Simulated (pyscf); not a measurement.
Optimised with ωB97X-D3(BJ)/def2-SVP in PySCF.

For the elementary gas-phase step SnH₂ (SMILES [SnH2]) [singlet] + H₂N–SnH₃ (SMILES [NH2][SnH3]) + H₂ (SMILES [H][H]) → SnH₂ (SMILES [SnH2]) [singlet] + SnH₄ (SMILES [SnH4]) + NH₃ (SMILES N) (singlet surface; H–Sn, N–Sn, H–H broken, H–Sn, H–Sn, H–N formed), what barrier and reaction energy does ωB97M-D3(BJ)/def2-TZVP give, measured from the separated reactants?

ΔE‡ = -4.6 kcal/mol, ΔE = -8.7 kcal/mol. Zero-point energy shifts the barrier by +5.2 kcal/mol. It is a multi-bond step, with an imaginary mode of 615i cm⁻¹. On the reactant side the descent ends in a bound adduct, 10.7 kcal/mol under the separated species and 4.1 kcal/mol under the saddle at ωB97X-D3(BJ)/def2-TZVP. On the product side the descent ends in an adduct with a H–Sn, N–Sn contact (not fully relaxed), 13.4 kcal/mol under the separated species and 13.4 kcal/mol under the saddle at ωB97X-D3(BJ)/def2-TZVP. At ωB97M-D3(BJ) the saddle lies under the separated reactants, which points to a path from their complex (located at ωB97X-D3(BJ) alone). What is counted as broken (H–Sn, N–Sn) persists as a longer contact in the product adduct; parting that adduct is a step of its own. One saddle was located; it need not be the lowest between these sides. Elements past Kr carry the def2 core potentials, without spin-orbit coupling.
